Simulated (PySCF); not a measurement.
**Static response to an electric field**

1-fluorobutane, C4H9F.
Cartesian coordinates in Å at the GFN2-xTB level; atoms count from 1:
```
atom  x, y, z in Å
C1    -1.9473   -0.0419   -0.0921
C2    -0.5484   -0.2188    0.4844
C3     0.5308    0.1814   -0.5207
C4     1.9319    0.0137    0.0477
F5     2.1384    0.8865    1.0907
H6    -2.0786   -0.6647   -0.9747
H7    -2.1164    0.9945   -0.3763
H8    -2.6994   -0.3226    0.6412
H9    -0.4413    0.3946    1.3811
H10   -0.4023   -1.2624    0.7736
H11    0.4539   -0.4326   -1.4201
H12    0.3924    1.2258   -0.8071
H13    2.6993    0.2392   -0.7002
H14    2.0865   -0.9930    0.4501
```

Level: CAM-B3LYP/def2-SVPD (PySCF), static field, nuclei fixed, core orbitals frozen in the response. The polarisability tensor in these axes (au):

```
x   58.45  0.47  0.32
y    0.47 47.37 -0.19
z    0.32 -0.19 48.99
```

Q: Diagonalise the tensor; give its mean and Δα, where Δα² is half the sum of the squared differences of the eigenvalues.

A: Principal values 47.33, 49.00 and 58.48 au; mean 51.60 au = 7.65 Å³ = 8.51 × 10⁻⁴⁰ C²·m²/J; Δα = 10.42 au (20 % of the mean).

Q: What is the dipole moment, and where does it point?

A: (-0.59, -1.11, -1.36) D, 1.85 D in size, pointing from the negative to the positive side. Measured along this direction, the outermost atoms are F5 at the negative end and H6 at the positive end.

Q: In a dilute gas of rigid molecules at 273 K, how does the orientational term μ²/3kT compare with the electronic polarisability?

A: In Gaussian units μ²/3kT = 30.33 Å³ against 7.65 Å³, a ratio of 3.97; the Debye molar polarisation (4π/3)N_A(α + μ²/3kT) is 95.8 cm³/mol, leaving out the vibrational part.

Q: Find the Langevin capture rate constant for NO+ (29.998 u) meeting this molecule (76.069 u), k = 2.342 × 10⁻⁹ cm³/s × √(α in Å³ / reduced mass in u).

A: The reduced mass is 21.51 u, so k = 1.40 × 10⁻⁹ cm³/s. The formula leaves out the permanent dipole, which adds to the capture rate.

Q: What would n − 1 = 2πNα be for an ideal gas of these molecules at 298.15 K and 1 atm, electronic part alone?

A: N = p/kT = 2.4615 × 10¹⁹ cm⁻³, so n − 1 = 2π × N × 7.65 × 10⁻²⁴ cm³ = 1183 × 10⁻⁶ at long wavelengths.

The structure is a single GFN2-xTB conformer in the gas phase; no vibrational or solvent corrections.

The run behind these numbers computed excited states as well. Time: 27 s. Hardware: Arm Neoverse V1, one thread (shared host).
